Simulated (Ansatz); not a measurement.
For fcc Ni, PBE in Ansatz (plane waves, PAW) gives:

```
Quantity                          Value
------------------------------  -------
equilibrium lattice constant a  3.519 Å
magnetic moment                 0.64 μB
```

Question: What does r²SCAN-D4 (Ansatz, a first-principles code, plane waves, PAW) give for the same quantities?

Answer: 
- lattice constant a: 3.468 Å (decreases by 1.4 %)
- magnetic moment: 0.72 μB (grows by 0.08 μB)

For comparison: lattice constant a 3.508 Å (measured, static lattice: zero-point anharmonic expansion removed; as tabulated in Mejia-Rodriguez and Trickey (2018), arXiv:1807.09216).

Changes are worked out from the printed values.

Unless a cell is named, each level is at its own relaxed cell (PBE 10.89, r²SCAN-D4 10.43 Å³/atom).

Spin-polarised runs: PBE (parallel moments), r²SCAN-D4 (parallel moments).

Ansatz's density-functional and Hartree–Fock values are scalar-relativistic unless marked +SOC, with PAW data made under PBE.
